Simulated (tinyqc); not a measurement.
MP2 on RHF in the sto-3g basis, for LiH, spin multiplicity 1, step by step. Computed by tinyqc, a small Python program that keeps every step (integrals from PySCF). Settings: charge = 0, multiplicity = 1, basis = sto-3g, method = RHF, energy threshold = 1e-10, iteration cap = 90, orthogonalisation = symmetric, start = Wolfsberg-Helmholz matrix, DIIS depth = 6. Command: `OMP_NUM_THREADS=1 python tinyqc.py 21555 21556 out.jsonl` (the two numbers bound the seeds that draw the settings). One thread of a shared host (Intel(R) Xeon(R) Processor @ 2.60GHz), about 0.1 s of CPU time with the checks. The early iterations of the SCF are left out here.

## One-electron integrals

Geometry (angstrom):
```
atom,x,y,z
Li,0.0000,0.0000,0.0000
H,0.0000,0.0000,1.5800
```

Basis sto-3g: exponents (1/bohr^2) and contraction coefficients of normalised primitives:
```
element,l (shell),exponent,coefficient
Li,s (1),16.1196,0.1543
Li,s (1),2.9362,0.5353
Li,s (1),0.7947,0.4446
Li,s (2),0.6363,-0.1000
Li,s (2),0.1479,0.3995
Li,s (2),0.0481,0.7001
Li,p (3),0.6363,0.1559
Li,p (3),0.1479,0.6077
Li,p (3),0.0481,0.3920
H,s (1),3.4253,0.1543
H,s (1),0.6239,0.5353
H,s (1),0.1689,0.4446
```

Overlap, kinetic and nuclear-attraction integrals over the contracted functions; the nuclear repulsion is the sum of Za Zb / Rab.

nuclear repulsion = 1.004767 hartree

overlap S, lower triangle:
```
,1Li 1s,1Li 2s,1Li 2px,1Li 2py,1Li 2pz,2H 1s
1Li 1s,1.0000
1Li 2s,0.2411,1.0000
1Li 2px,0.0000,0.0000,1.0000
1Li 2py,0.0000,0.0000,0.0000,1.0000
1Li 2pz,0.0000,0.0000,0.0000,0.0000,1.0000
2H 1s,0.0694,0.4003,0.0000,0.0000,0.5166,1.0000
```

kinetic energy T (hartree), lower triangle:
```
,1Li 1s,1Li 2s,1Li 2px,1Li 2py,1Li 2pz,2H 1s
1Li 1s,3.5768
1Li 2s,-0.0202,0.1022
1Li 2px,0.0000,0.0000,0.3197
1Li 2py,0.0000,0.0000,0.0000,0.3197
1Li 2pz,0.0000,0.0000,0.0000,0.0000,0.3197
2H 1s,-0.0160,0.0435,0.0000,0.0000,0.1318,0.7600
```

nuclear attraction V (hartree), lower triangle:
```
,1Li 1s,1Li 2s,1Li 2px,1Li 2py,1Li 2pz,2H 1s
1Li 1s,-8.3178
1Li 2s,-1.0451,-1.5002
1Li 2px,0.0000,0.0000,-1.4574
1Li 2py,0.0000,0.0000,0.0000,-1.4574
1Li 2pz,-0.0165,-0.1233,0.0000,0.0000,-1.5564
2H 1s,-0.2996,-0.7492,0.0000,0.0000,-0.9801,-2.2285
```

core Hamiltonian H = T + V (hartree), lower triangle:
```
,1Li 1s,1Li 2s,1Li 2px,1Li 2py,1Li 2pz,2H 1s
1Li 1s,-4.7410
1Li 2s,-1.0653,-1.3981
1Li 2px,0.0000,0.0000,-1.1377
1Li 2py,0.0000,0.0000,0.0000,-1.1377
1Li 2pz,-0.0165,-0.1233,0.0000,0.0000,-1.2367
2H 1s,-0.3157,-0.7057,0.0000,0.0000,-0.8483,-1.4685
```

## Two-electron integrals

Functions are numbered as in S; the eight-fold symmetry (ij|kl) = (ji|kl) = (kl|ij) leaves the list below.

Two-electron integrals (ij|kl) in chemists' order, unique and non-zero (hartree):
```
i,j,k,l,(ij|kl)
1,1,1,1,1.6804
2,1,1,1,0.2654
2,1,2,1,0.0499
2,2,1,1,0.3977
2,2,2,1,0.0929
2,2,2,2,0.2906
3,1,3,1,0.0090
3,2,3,1,0.0138
3,2,3,2,0.0642
3,3,1,1,0.3966
3,3,2,1,0.0929
3,3,2,2,0.2905
3,3,3,3,0.3129
4,1,4,1,0.0090
4,2,4,1,0.0138
4,2,4,2,0.0642
4,3,4,3,0.0169
4,4,1,1,0.3966
4,4,2,1,0.0929
4,4,2,2,0.2905
4,4,3,3,0.2792
4,4,4,4,0.3129
5,1,5,1,0.0090
5,2,5,1,0.0138
5,2,5,2,0.0642
5,3,5,3,0.0169
5,4,5,4,0.0169
5,5,1,1,0.3966
5,5,2,1,0.0929
5,5,2,2,0.2905
5,5,3,3,0.2792
5,5,4,4,0.2792
5,5,5,5,0.3129
6,1,1,1,0.0744
6,1,2,1,0.0141
6,1,2,2,0.0266
6,1,3,3,0.0263
6,1,4,4,0.0263
6,1,5,1,0.0017
6,1,5,2,0.0032
6,1,5,5,0.0272
6,1,6,1,0.0043
6,2,1,1,0.1538
6,2,2,1,0.0362
6,2,2,2,0.1174
6,2,3,3,0.1117
6,2,4,4,0.1117
6,2,5,1,0.0059
6,2,5,2,0.0341
6,2,5,5,0.1289
6,2,6,1,0.0121
6,2,6,2,0.0758
6,3,3,1,0.0031
6,3,3,2,0.0139
6,3,5,3,0.0054
6,3,6,3,0.0058
6,4,4,1,0.0031
6,4,4,2,0.0139
6,4,5,4,0.0054
6,4,6,4,0.0058
6,5,1,1,0.1846
6,5,2,1,0.0440
6,5,2,2,0.1482
6,5,3,3,0.1383
6,5,4,4,0.1383
6,5,5,1,0.0092
6,5,5,2,0.0521
6,5,5,5,0.1678
6,5,6,1,0.0154
6,5,6,2,0.1053
6,5,6,5,0.1487
6,6,1,1,0.3336
6,6,2,1,0.0800
6,6,2,2,0.2829
6,6,3,3,0.2584
6,6,4,4,0.2584
6,6,5,1,0.0156
6,6,5,2,0.1063
6,6,5,5,0.3314
6,6,6,1,0.0282
6,6,6,2,0.2252
6,6,6,5,0.3258
6,6,6,6,0.7746
```

## Orthogonalisation

S = U s U^T; symmetric (Loewdin) form X = U s^(-1/2) U^T, so that X^T S X = 1.

eigenvalues of S: 0.3412  0.7987  1.0000  1.0000  1.1695  1.6906

X, lower triangle:
```
,1Li 1s,1Li 2s,1Li 2px,1Li 2py,1Li 2pz,2H 1s
1Li 1s,1.0231
1Li 2s,-0.1284,1.1139
1Li 2px,0.0000,0.0000,1.0000
1Li 2py,0.0000,0.0000,0.0000,1.0000
1Li 2pz,-0.0042,0.1165,0.0000,0.0000,1.1490
2H 1s,0.0054,-0.2842,0.0000,0.0000,-0.3643,1.2387
```

## Starting guess

The start is the generalised Wolfsberg-Helmholz matrix (K = 1.75) built on H; D = 2 C_occ C_occ^T.

D at the start, lower triangle:
```
,1Li 1s,1Li 2s,1Li 2px,1Li 2py,1Li 2pz,2H 1s
1Li 1s,1.9850
1Li 2s,0.0250,0.1233
1Li 2px,0.0000,0.0000,0.0000
1Li 2py,0.0000,0.0000,0.0000,0.0000
1Li 2pz,-0.1031,0.1973,0.0000,0.0000,0.3260
2H 1s,-0.1531,0.3094,0.0000,0.0000,0.5106,0.7997
```

## Iteration 8 (converged): orbitals

converged F (hartree), lower triangle:
```
,1Li 1s,1Li 2s,1Li 2px,1Li 2py,1Li 2pz,2H 1s
1Li 1s,-2.3457
1Li 2s,-0.6399,-0.2282
1Li 2px,0.0000,0.0000,0.1639
1Li 2py,0.0000,0.0000,0.0000,0.1639
1Li 2pz,0.0140,-0.1060,0.0000,0.0000,-0.0022
2H 1s,-0.1893,-0.2718,0.0000,0.0000,-0.2364,-0.1534
```

Diagonalise F' = X^T F X, C = X C', fill 2 alpha and 2 beta electrons from the bottom; D = 2 C_occ C_occ^T. Each column has its largest component positive (the first on a tie).

F' = X^T F X (hartree), lower triangle:
```
,1,2,3,4,5,6
1,-2.2926
2,-0.3517,-0.0051
3,0.0000,0.0000,0.1639
4,0.0000,0.0000,0.0000,0.1639
5,0.0251,0.0237,0.0000,0.0000,0.1661
6,-0.0407,-0.2773,0.0000,0.0000,-0.3180,0.1280
```

orbital energies (hartree): MO1 -2.3483, MO2 -0.2870, MO3 0.0784, MO4 0.1639, MO5 0.1639, MO6 0.5532

coefficients C:
```
,MO1,MO2,MO3,MO4,MO5,MO6
1Li 1s,0.9912,-0.1684,-0.2098,0.0000,0.0000,0.0910
1Li 2s,0.0326,0.4535,0.7998,0.0000,0.0000,-0.7107
1Li 2px,0.0000,0.0000,0.0000,-0.4945,0.8692,0.0000
1Li 2py,0.0000,0.0000,0.0000,0.8692,0.4945,0.0000
1Li 2pz,-0.0065,0.3467,-0.6123,0.0000,0.0000,-0.9855
2H 1s,0.0048,0.5479,-0.1387,0.0000,0.0000,1.1951
```

D after iteration 8, lower triangle:
```
,1Li 1s,1Li 2s,1Li 2px,1Li 2py,1Li 2pz,2H 1s
1Li 1s,2.0218
1Li 2s,-0.0881,0.4134
1Li 2px,0.0000,0.0000,0.0000
1Li 2py,0.0000,0.0000,0.0000,0.0000
1Li 2pz,-0.1296,0.3140,0.0000,0.0000,0.2405
2H 1s,-0.1750,0.4973,0.0000,0.0000,0.3799,0.6005
```

Within a degenerate level the vectors are fixed only up to a rotation; this is one choice.

## Convergence

Stop when the energy changes by less than 1e-10 hartree and every element of the error matrix X^T (F D S - S D F) X is below 3e-06.

Course of the cycle:
```
iteration,E (hartree),change,largest element of the error matrix
1,-7.843156,-,8.57e-02
2,-7.858608,-1.55e-02,2.46e-02
3,-7.861603,-2.99e-03,1.17e-02
4,-7.862451,-8.48e-04,8.64e-04
5,-7.862452,-8.77e-07,3.37e-04
6,-7.862452,-1.49e-07,4.77e-05
7,-7.862452,-3.31e-09,7.41e-06
8,-7.862452,-8.19e-11,9.75e-08
```

PySCF RHF in the same basis = -7.862452 hartree

Converged in 8 iterations.

## Populations, bond orders and dipole

Mulliken: Z minus the diagonal of D S on the atom; Loewdin: the same with S^(1/2) D S^(1/2); Mayer order: 2 sum_s sum (D(s) S)_ij (D(s) S)_ji over the two atoms.

Charges (e):
```
atom,Mulliken,Loewdin
1Li,-0.0163,-0.0130
2H,0.0163,0.0130
```

Mayer bond orders:
```
pair,order
2-1,0.9997
```

dipole moment about the origin, x y z (debye): 0.0000  0.0000  -4.8539

## Integrals over molecular orbitals

(pq|rs) = sum C_ip C_jq C_kr C_ls (ij|kl), one index at a time.

one-electron integrals over orbitals h = C^T H C (hartree), lower triangle:
```
,1,2,3,4,5,6
1,-4.7315
2,0.1062,-1.5004
3,0.1672,0.0335,-1.1269
4,0.0000,0.0000,0.0000,-1.1377
5,0.0000,0.0000,0.0000,0.0000,-1.1377
6,-0.0331,-0.0584,0.0308,0.0000,0.0000,-0.9475
```

Two-electron integrals over orbitals (pq|rs), unique and non-zero (hartree):
```
p,q,r,s,(pq|rs)
1,1,1,1,1.6585
2,1,1,1,-0.1127
2,1,2,1,0.0136
2,2,1,1,0.3692
2,2,2,1,0.0064
2,2,2,2,0.4887
3,1,1,1,-0.1384
3,1,2,1,0.0113
3,1,2,2,-0.0161
3,1,3,1,0.0216
3,2,1,1,0.0130
3,2,2,1,-0.0034
3,2,2,2,-0.0482
3,2,3,1,1.88e-04
3,2,3,2,0.0129
3,3,1,1,0.3957
3,3,2,1,-0.0112
3,3,2,2,0.2242
3,3,3,1,0.0019
3,3,3,2,0.0072
3,3,3,3,0.3381
4,1,4,1,0.0098
4,2,4,1,0.0075
4,2,4,2,0.0235
4,3,4,1,0.0103
4,3,4,2,0.0193
4,3,4,3,0.0413
4,4,1,1,0.3963
4,4,2,1,-0.0044
4,4,2,2,0.2712
4,4,3,1,-0.0050
4,4,3,2,0.0056
4,4,3,3,0.2820
4,4,4,4,0.3129
5,1,5,1,0.0098
5,2,5,1,0.0075
5,2,5,2,0.0235
5,3,5,1,0.0103
5,3,5,2,0.0193
5,3,5,3,0.0413
5,4,5,4,0.0169
5,5,1,1,0.3963
5,5,2,1,-0.0044
5,5,2,2,0.2712
5,5,3,1,-0.0050
5,5,3,2,0.0056
5,5,3,3,0.2820
5,5,4,4,0.2792
5,5,5,5,0.3129
6,1,1,1,0.0514
6,1,2,1,-0.0088
6,1,2,2,-0.0067
6,1,3,1,-0.0022
6,1,3,2,0.0016
6,1,3,3,0.0103
6,1,4,4,0.0005
6,1,5,5,0.0005
6,1,6,1,0.0083
6,2,1,1,-0.0391
6,2,2,1,0.0049
6,2,2,2,0.1278
6,2,3,1,3.23e-04
6,2,3,2,-0.0344
6,2,3,3,-0.0119
6,2,4,4,-0.0153
6,2,5,5,-0.0153
6,2,6,1,1.57e-04
6,2,6,2,0.1237
6,3,1,1,0.0176
6,3,2,1,-0.0038
6,3,2,2,-0.0513
6,3,3,1,0.0044
6,3,3,2,0.0092
6,3,3,3,0.0360
6,3,4,4,0.0021
6,3,5,5,0.0021
6,3,6,1,0.0043
6,3,6,2,-0.0317
6,3,6,3,0.0264
6,4,4,1,-0.0061
6,4,4,2,-0.0196
6,4,4,3,-0.0138
6,4,6,4,0.0197
6,5,5,1,-0.0061
6,5,5,2,-0.0196
6,5,5,3,-0.0138
6,5,6,5,0.0197
6,6,1,1,0.3618
6,6,2,1,0.0035
6,6,2,2,0.4546
6,6,3,1,-0.0113
6,6,3,2,-0.0431
6,6,3,3,0.2416
6,6,4,4,0.2684
6,6,5,5,0.2684
6,6,6,1,-0.0029
6,6,6,2,0.1355
6,6,6,3,-0.0440
6,6,6,6,0.4544
```

## Second-order Moller-Plesset energy

Hartree-Fock energy = -7.862452 hartree

E2 = sum_ijab (ia|jb) [2 (ia|jb) - (ib|ja)] / (e_i + e_j - e_a - e_b) over occupied i, j and virtual a, b; the opposite-spin part is (ia|jb)^2 / denominator, the rest is same-spin, and SCS-MP2 scales them by 6/5 and 1/3.

Terms:
```
i,j,a,b,(ia|jb),(ib|ja),denominator,term
2,2,6,6,0.1237,0.1237,-1.6804,-0.0091
2,2,3,6,-0.0344,-0.0344,-1.2056,-0.0010
2,2,6,3,-0.0344,-0.0344,-1.2056,-0.0010
2,2,5,5,0.0235,0.0235,-0.9018,-0.0006
2,2,4,4,0.0235,0.0235,-0.9018,-0.0006
2,2,3,3,0.0129,0.0129,-0.7307,-2.27e-04
1,1,3,3,0.0216,0.0216,-4.8534,-9.64e-05
1,1,5,5,0.0098,0.0098,-5.0245,-1.92e-05
1,1,4,4,0.0098,0.0098,-5.0245,-1.92e-05
1,2,5,5,0.0075,0.0075,-2.9631,-1.90e-05
2,1,5,5,0.0075,0.0075,-2.9631,-1.90e-05
1,2,4,4,0.0075,0.0075,-2.9631,-1.90e-05
2,1,4,4,0.0075,0.0075,-2.9631,-1.90e-05
1,1,6,6,0.0083,0.0083,-5.8031,-1.19e-05
1,2,6,3,0.0016,3.23e-04,-3.2669,-1.43e-06
2,1,3,6,0.0016,3.23e-04,-3.2669,-1.43e-06
1,1,3,6,-0.0022,-0.0022,-5.3283,-8.78e-07
1,1,6,3,-0.0022,-0.0022,-5.3283,-8.78e-07
2,1,6,3,3.23e-04,0.0016,-3.2669,9.53e-08
1,2,3,6,3.23e-04,0.0016,-3.2669,9.53e-08
1,2,3,3,1.88e-04,1.88e-04,-2.7921,-1.27e-08
2,1,3,3,1.88e-04,1.88e-04,-2.7921,-1.27e-08
1,2,6,6,1.57e-04,1.57e-04,-3.7418,-6.55e-09
2,1,6,6,1.57e-04,1.57e-04,-3.7418,-6.55e-09
```

Pair energies (hartree; pair i-j sums ij and ji):
```
pair,opposite spin,same spin
1-1,-1.48e-04,0
2-1,-7.77e-05,-1.01e-06
2-2,-0.0125,0
```

MP2 correlation energy = -0.012749 hartree

SCS-MP2 correlation energy = -0.015298 hartree

MP2 total energy = -7.875201 hartree
